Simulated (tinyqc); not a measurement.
Inside a calculation. Method: coupled-perturbed Hartree-Fock on RHF in the sto-6g basis, for HF, spin multiplicity 1. Computed by tinyqc, a small Python program that keeps every step (integrals from PySCF). Settings: charge = 0, multiplicity = 1, basis = sto-6g, method = RHF, energy threshold = 1e-10, iteration cap = 64, orthogonalisation = symmetric, start = core, DIIS depth = 6. Command: `OMP_NUM_THREADS=1 python tinyqc.py 27562 27563 out.jsonl` (the two numbers bound the seeds that draw the settings). One thread of a shared host (Intel(R) Xeon(R) Processor @ 2.60GHz), about 0.2 s of CPU time with the checks. The early iterations of the SCF are left out here.

## One-electron integrals

Geometry (angstrom):
```
atom         x         y         z
F     0.000000  0.000000  0.000000
H     0.000000  0.000000  0.942000
```

Basis sto-6g: exponents (1/bohr^2) and contraction coefficients of normalised primitives:
```
element  l (shell)     exponent  coefficient
F            s (1)  1728.626574     0.009164
F            s (1)   316.941790     0.049361
F            s (1)    88.668891     0.168538
F            s (1)    30.460157     0.370563
F            s (1)    11.828570     0.416492
F            s (1)     4.871659     0.130334
F            s (2)    67.032281    -0.013253
F            s (2)    13.267438    -0.046992
F            s (2)     4.123510    -0.033785
F            s (2)     1.586463     0.250242
F            s (2)     0.689002     0.595117
F            s (2)     0.315820     0.240706
F            p (3)    67.032281     0.003760
F            p (3)    13.267438     0.037679
F            p (3)     4.123510     0.173897
F            p (3)     1.586463     0.418036
F            p (3)     0.689002     0.425860
F            p (3)     0.315820     0.101708
H            s (1)    35.523221     0.009164
H            s (1)     6.513144     0.049361
H            s (1)     1.822143     0.168538
H            s (1)     0.625955     0.370563
H            s (1)     0.243077     0.416492
H            s (1)     0.100112     0.130334
```

Overlap, kinetic and nuclear-attraction integrals over the contracted functions; the nuclear repulsion is the sum of Za Zb / Rab.

nuclear repulsion = 5.05583323 hartree

overlap S, lower triangle:
```
           1F 1s     1F 2s    1F 2px    1F 2py    1F 2pz     2H 1s
1F 1s   1.000000
1F 2s   0.232479  1.000000
1F 2px  0.000000  0.000000  1.000000
1F 2py  0.000000  0.000000  0.000000  1.000000
1F 2pz  0.000000  0.000000  0.000000  0.000000  1.000000
2H 1s   0.047811  0.435156  0.000000  0.000000  0.339417  1.000000
```

kinetic energy T (hartree), lower triangle:
```
            1F 1s     1F 2s    1F 2px    1F 2py    1F 2pz     2H 1s
1F 1s   37.397730
1F 2s   -1.143349  1.082297
1F 2px   0.000000  0.000000  3.251325
1F 2py   0.000000  0.000000  0.000000  3.251325
1F 2pz   0.000000  0.000000  0.000000  0.000000  3.251325
2H 1s   -0.001842  0.114506  0.000000  0.000000  0.250767  0.768522
```

nuclear attraction V (hartree), lower triangle:
```
             1F 1s       1F 2s      1F 2px      1F 2py      1F 2pz      2H 1s
1F 1s   -78.384211
1F 2s    -7.996307  -12.033377
1F 2px    0.000000    0.000000  -11.996112
1F 2py    0.000000    0.000000    0.000000  -11.996112
1F 2pz   -0.015092   -0.171830    0.000000    0.000000  -12.106366
2H 1s    -1.890131   -4.028013    0.000000    0.000000   -2.802584  -6.099250
```

core Hamiltonian H = T + V (hartree), lower triangle:
```
             1F 1s       1F 2s     1F 2px     1F 2py     1F 2pz      2H 1s
1F 1s   -40.986481
1F 2s    -9.139656  -10.951080
1F 2px    0.000000    0.000000  -8.744787
1F 2py    0.000000    0.000000   0.000000  -8.744787
1F 2pz   -0.015092   -0.171830   0.000000   0.000000  -8.855041
2H 1s    -1.891973   -3.913507   0.000000   0.000000  -2.551817  -5.330728
```

## Two-electron integrals

Functions are numbered as in S; the eight-fold symmetry (ij|kl) = (ji|kl) = (kl|ij) leaves the list below.

Two-electron integrals (ij|kl) in chemists' order, unique and non-zero (hartree):
```
(11|11) 5.406240   (21|11) 0.768129   (21|21) 0.138909   (22|11) 1.266271
(22|21) 0.283987   (22|22) 0.926367   (31|31) 0.029452   (32|31) 0.044681
(32|32) 0.204753   (33|11) 1.266273   (33|21) 0.283987   (33|22) 0.926366
(33|33) 0.998085   (41|41) 0.029452   (42|41) 0.044681   (42|42) 0.204753
(43|43) 0.053789   (44|11) 1.266273   (44|21) 0.283987   (44|22) 0.926366
(44|33) 0.890506   (44|44) 0.998085   (51|51) 0.029452   (52|51) 0.044681
(52|52) 0.204753   (53|53) 0.053789   (54|54) 0.053789   (55|11) 1.266273
(55|21) 0.283987   (55|22) 0.926366   (55|33) 0.890506   (55|44) 0.890506
(55|55) 0.998085   (61|11) 0.168632   (61|21) 0.029220   (61|22) 0.058396
(61|33) 0.058294   (61|44) 0.058294   (61|51) 0.001264   (61|52) 0.002465
(61|55) 0.058598   (61|61) 0.006249   (62|11) 0.405133   (62|21) 0.092121
(62|22) 0.332615   (62|33) 0.328015   (62|44) 0.328015   (62|51) 0.006635
(62|52) 0.048877   (62|55) 0.341815   (62|61) 0.019359   (62|62) 0.144394
(63|31) 0.010506   (63|32) 0.059199   (63|53) 0.010321   (63|63) 0.021804
(64|41) 0.010506   (64|42) 0.059199   (64|54) 0.010321   (64|64) 0.021804
(65|11) 0.265275   (65|21) 0.061201   (65|22) 0.236271   (65|33) 0.226029
(65|44) 0.226029   (65|51) 0.014443   (65|52) 0.092656   (65|55) 0.256753
(65|61) 0.013459   (65|62) 0.125887   (65|65) 0.131012   (66|11) 0.539338
(66|21) 0.124934   (66|22) 0.516563   (66|33) 0.498622   (66|44) 0.498622
(66|51) 0.012056   (66|52) 0.121671   (66|55) 0.552442   (66|61) 0.026491
(66|62) 0.281164   (66|65) 0.284609   (66|66) 0.774999
```

## Orthogonalisation

S = U s U^T; symmetric (Loewdin) form X = U s^(-1/2) U^T, so that X^T S X = 1.

eigenvalues of S: 0.430132  0.849255  1.000000  1.000000  1.120848  1.599765

X, lower triangle:
```
            1F 1s      1F 2s    1F 2px    1F 2py     1F 2pz     2H 1s
1F 1s    1.022061
1F 2s   -0.129077   1.117250
1F 2px   0.000000   0.000000  1.000000
1F 2py   0.000000   0.000000  0.000000  1.000000
1F 2pz  -0.006651   0.073516  0.000000  0.000000   1.056217
2H 1s    0.020361  -0.277533  0.000000  0.000000  -0.212920  1.149532
```

## Iteration 7 (converged): orbitals

converged F (hartree), lower triangle:
```
             1F 1s      1F 2s     1F 2px     1F 2py     1F 2pz      2H 1s
1F 1s   -26.236123
1F 2s    -6.369662  -2.914826
1F 2px    0.000000   0.000000  -0.472802
1F 2py    0.000000   0.000000   0.000000  -0.472802
1F 2pz   -0.023008  -0.092675   0.000000   0.000000  -0.360085
2H 1s    -1.319808  -1.090488   0.000000   0.000000  -0.569372  -0.567897
```

Diagonalise F' = X^T F X, C = X C', fill 5 alpha and 5 beta electrons from the bottom; D = 2 C_occ C_occ^T. Each column has its largest component positive (the first on a tie).

F' = X^T F X (hartree), lower triangle:
```
            1          2          3          4          5          6
1  -25.823567
2   -3.182823  -1.693926
3    0.000000   0.000000  -0.472802
4    0.000000   0.000000   0.000000  -0.472802
5   -0.042490   0.096374   0.000000   0.000000  -0.165716
6   -0.214767  -0.553231   0.000000   0.000000  -0.568103  -0.028174
```

orbital energies (hartree): MO1 -26.239468, MO2 -1.477667, MO3 -0.586132, MO4 -0.472802, MO5 -0.472802, MO6 0.591884

coefficients C:
```
              MO1        MO2        MO3        MO4       MO5        MO6
1F 1s    0.997068  -0.237770   0.073237   0.000000  0.000000   0.075408
1F 2s    0.013016   0.946470  -0.413315   0.000000  0.000000  -0.529654
1F 2px   0.000000   0.000000   0.000000   0.973163  0.230115   0.000000
1F 2py   0.000000   0.000000   0.000000  -0.230115  0.973163   0.000000
1F 2pz   0.002014   0.082403   0.702729   0.000000  0.000000  -0.815939
2H 1s   -0.003355   0.145196   0.527683   0.000000  0.000000   1.069886
```

D after iteration 7, lower triangle:
```
            1F 1s      1F 2s    1F 2px    1F 2py    1F 2pz     2H 1s
1F 1s    2.112084
1F 2s   -0.484670   2.133610
1F 2px   0.000000   0.000000  2.000000
1F 2py   0.000000   0.000000  0.000000  2.000000
1F 2pz   0.067762  -0.424861  0.000000  0.000000  1.001243
2H 1s    0.001554  -0.161438  0.000000  0.000000  0.765551  0.599084
```

Within a degenerate level the vectors are fixed only up to a rotation; this is one choice.

## Convergence

Stop when the energy changes by less than 1e-10 hartree and every element of the error matrix X^T (F D S - S D F) X is below 3e-06.

Course of the cycle:
```
iteration   E (hartree)     change  largest element of the error matrix
1          -98.75116125          -                             7.32e-01
2          -99.48824385  -7.37e-01                             1.56e-01
3          -99.50148507  -1.32e-02                             1.01e-02
4          -99.50153177  -4.67e-05                             6.82e-04
5          -99.50153215  -3.82e-07                             1.44e-05
6          -99.50153215  -1.27e-10                             8.78e-08
7          -99.50153215  -5.68e-14                             4.29e-11
```

PySCF RHF in the same basis = -99.50153215 hartree

Converged in 7 iterations.

## Integrals over molecular orbitals

(pq|rs) = sum C_ip C_jq C_kr C_ls (ij|kl), one index at a time.

one-electron integrals over orbitals h = C^T H C (hartree), lower triangle:
```
            1          2          3          4          5          6
1  -40.972661
2    0.714090  -9.218348
3   -0.215326   0.565004  -7.627912
4    0.000000   0.000000   0.000000  -8.744787
5    0.000000   0.000000   0.000000   0.000000  -8.744787
6   -0.232212   1.201820   1.870565   0.000000   0.000000  -6.133614
```

Two-electron integrals over orbitals (pq|rs), unique and non-zero (hartree):
```
(11|11) 5.380959    (21|11) -0.517608   (21|21) 0.080458    (22|11) 1.219787
(22|21) -0.021203   (22|22) 0.861425    (31|11) 0.164120    (31|21) -0.023623
(31|22) 0.013403    (31|31) 0.024181    (32|11) -0.148597   (32|21) 0.009155
(32|22) -0.020407   (32|31) 0.020886    (32|32) 0.157055    (33|11) 1.007103
(33|21) -0.010784   (33|22) 0.756765    (33|31) -0.005694   (33|32) -0.048129
(33|33) 0.768680    (41|41) 0.030399    (42|41) 0.039019    (42|42) 0.181591
(43|41) -0.011284   (43|42) -0.042028   (43|43) 0.047709    (44|11) 1.265973
(44|21) -0.013697   (44|22) 0.881711    (44|31) 0.004171    (44|32) -0.076739
(44|33) 0.755504    (44|44) 0.998085    (51|51) 0.030399    (52|51) 0.039019
(52|52) 0.181591    (53|51) -0.011284   (53|52) -0.042028   (53|53) 0.047709
(54|54) 0.053789    (55|11) 1.265973    (55|21) -0.013697   (55|22) 0.881711
(55|31) 0.004171    (55|32) -0.076739   (55|33) 0.755504    (55|44) 0.890506
(55|55) 0.998085    (61|11) 0.175576    (61|21) -0.029634   (61|22) 0.000915
(61|31) -0.008147   (61|32) -0.025293   (61|33) 0.012327    (61|44) 0.004300
(61|55) 0.004300    (61|61) 0.027409    (62|11) -0.251411   (62|21) 0.006090
(62|22) -0.130000   (62|31) -0.020488   (62|32) -0.046823   (62|33) -0.039390
(62|44) -0.127591   (62|55) -0.127591   (62|61) 0.015473    (62|62) 0.097044
(63|11) -0.355345   (63|21) 0.005642    (63|22) -0.167795   (63|31) 0.002421
(63|32) 0.093614    (63|33) -0.123345   (63|44) -0.196397   (63|55) -0.196397
(63|61) -0.005952   (63|62) 0.056733    (63|63) 0.176963    (64|41) -0.010732
(64|42) -0.042062   (64|43) -0.014838   (64|64) 0.031389    (65|51) -0.010732
(65|52) -0.042062   (65|53) -0.014838   (65|65) 0.031389    (66|11) 0.889733
(66|21) -0.008899   (66|22) 0.682265    (66|31) 0.015889    (66|32) 0.070920
(66|33) 0.670793    (66|44) 0.651028    (66|55) 0.651028    (66|61) -0.009626
(66|62) -0.067669   (66|63) -0.012617   (66|66) 0.716552
```

## Response to a field: uncoupled start

dipole integrals <a|z|i> (bohr):
```
           i1        i2        i3        i4        i5
a6  -0.041537  0.086883  0.931974  0.000000  0.000000
```

Field along z; U_ai = -mu_ai / (e_a - e_i), alpha = -4 sum U_ai mu_ai.

uncoupled U:
```
          i1         i2         i3        i4        i5
a6  0.001548  -0.041982  -0.791139  0.000000  0.000000
```

uncoupled polarisability = 2.964132 bohr^3

## Coupled step 1

U_ai = -(mu_ai + sum_bj [4 (ai|bj) - (ab|ij) - (aj|bi)] U_bj) / (e_a - e_i); alpha = -4 sum U_ai mu_ai.

U after step 1:
```
          i1         i2         i3        i4        i5
a6  0.000686  -0.012005  -0.881514  0.000000  0.000000
```

polarisability = 3.290481 bohr^3

## Coupled step 2

As before.

U after step 2:
```
          i1         i2         i3        i4        i5
a6  0.000485  -0.001981  -0.894798  0.000000  0.000000
```

polarisability = 3.336486 bohr^3

## Coupled polarisability

Repeat until U stops changing; compare with -d2E/dF2.

Course of the coupled iterations:
```
step  alpha (bohr^3)
0           2.964132
1           3.290481
2           3.336486
3           3.344649
4           3.346317
5           3.346680
6           3.346762
7           3.346780
8           3.346784
9           3.346785
10          3.346785
11          3.346785
12          3.346785
```

coupled polarisability = 3.346785 bohr^3

finite-field check, fields of +/-0.001 au = 3.346785 bohr^3
